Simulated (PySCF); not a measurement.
Compound: mu-NH2-B2H5.
Geometry (PBE0-D3(BJ)/def2-SVP, Å), atoms numbered from 1 in this order:
```
atom  x, y, z in Å
B1     0.5849    0.7123   -0.3897
N2    -0.7196    0.4005    0.3860
B3    -0.0863   -0.9893    0.1227
H4     1.0068   -0.5603   -0.5411
H5     0.4055    1.0825   -1.5258
H6     1.4520    1.2188    0.2816
H7    -0.7558    0.7041    1.3528
H8    -1.5894    0.5997   -0.0957
H9     0.3742   -1.5151    1.1081
H10   -0.6723   -1.6533   -0.6990
```

Computed with PySCF 2.14.0, PBE0-D3(BJ)/def2-SVP geometry optimisation, gas phase.

Masses are those of the commonest isotopes; rigid-rotor values at the optimised geometry. The values belong to one conformer.

Problem. Give the principal moments of inertia and the rotational constants in MHz.

Solution. Ia = 25.92, Ib = 35.09, Ic = 49.36 u·Å²; 505379 MHz·u·Å²/I gives A = 19496, B = 14403, C = 10240 MHz.

Problem. Classify the top.

Solution. An asymmetric top; Ray's κ = -0.100.

Problem. Is it planar, by Δ = Ic − Ia − Ib?

Solution. Not planar: Δ = Ic − Ia − Ib = -11.65 u·Å². For a rigid frame Δ = −2 Σ m c², so Σ m c² = 5.83 u·Å² lies off the ab plane, practically all of it from hydrogen. The atom farthest from that plane is 1.05 Å away.

Problem. Give the other two planar moments, Paa and Pbb, and the rms extents of the mass along the axes.

Solution. Paa = Σ m a² = (Ib + Ic − Ia)/2 = 29.26 and Pbb = Σ m b² = (Ia + Ic − Ib)/2 = 20.09 u·Å². With the mass M = 43.08 u, the rms extents √(P/M) along a, b and c are 0.82, 0.68, 0.37 Å.

Problem. List the rotational levels J(Ka,Kc) to J = 4 (MHz).

Solution. Above 0(0,0):
J = 1: 1(0,1) 24643, 1(1,1) 29736, 1(1,0) 33899
J = 2: 2(0,2) 72218, 2(1,2) 74858, 2(1,1) 87349, 2(2,1) 102627, 2(2,0) 104338
J = 3: 3(0,3) 140621, 3(1,3) 141623, 3(1,2) 166119, 3(2,2) 176556, 3(2,1) 183792, 3(3,1) 213347, 3(3,0) 213833
J = 4: 4(0,4) 229126, 4(1,4) 229438, 4(1,3) 268063, 4(2,3) 273740, 4(2,2) 290931, 4(3,2) 314348, 4(3,1) 317360, 4(4,1) 362611, 4(4,0) 362724
The levels of one J sum to (2J + 1)J(J + 1)(A + B + C)/3.

Problem. Which types of transition are allowed, and where do some lines up to J = 2 fall?

Solution. The dipole components are |μa| = 0.00 D, |μb| = 2.86 D, |μc| = 0.00 D; the symmetry axis of this C2v structure is b, so μa and μc vanish by symmetry and there are no a-type or c-type lines. Some lines, for components of 0.1 D or more:

```json
{"type": "b", "branch": "Q", "J(Ka,Kc)": "1(1,0) ← 1(0,1)", "MHz": "9256", "lower level (cm⁻¹)": "0.822"}
{"type": "b", "branch": "Q", "J(Ka,Kc)": "2(1,1) ← 2(0,2)", "MHz": "15130", "lower level (cm⁻¹)": "2.409"}
{"type": "b", "branch": "Q", "J(Ka,Kc)": "2(2,0) ← 2(1,1)", "MHz": "16989", "lower level (cm⁻¹)": "2.914"}
{"type": "b", "branch": "Q", "J(Ka,Kc)": "2(2,1) ← 2(1,2)", "MHz": "27769", "lower level (cm⁻¹)": "2.497"}
{"type": "b", "branch": "R", "J(Ka,Kc)": "1(1,1) ← 0(0,0)", "MHz": "29736", "lower level (cm⁻¹)": "0.000"}
{"type": "b", "branch": "R", "J(Ka,Kc)": "2(0,2) ← 1(1,1)", "MHz": "42483", "lower level (cm⁻¹)": "0.992"}
{"type": "b", "branch": "R", "J(Ka,Kc)": "2(1,2) ← 1(0,1)", "MHz": "50215", "lower level (cm⁻¹)": "0.822"}
{"type": "b", "branch": "R", "J(Ka,Kc)": "2(2,1) ← 1(1,0)", "MHz": "68728", "lower level (cm⁻¹)": "1.131"}
{"type": "b", "branch": "R", "J(Ka,Kc)": "2(2,0) ← 1(1,1)", "MHz": "74602", "lower level (cm⁻¹)": "0.992"}
```

Whether it is a minimum is left open (no frequencies). These are rigid-rotor constants of the computed structure; measured ground-state constants (B0) also hold zero-point vibration. A rigid rotor knows nothing of internal rotation, which can split or shift real lines. Quadrupole hyperfine structure (11B, 14N) is left out.

Hardware: one thread, Arm Neoverse V1, no GPU, shared host. Cost: 6.9 s wall. This is the geometry optimisation.
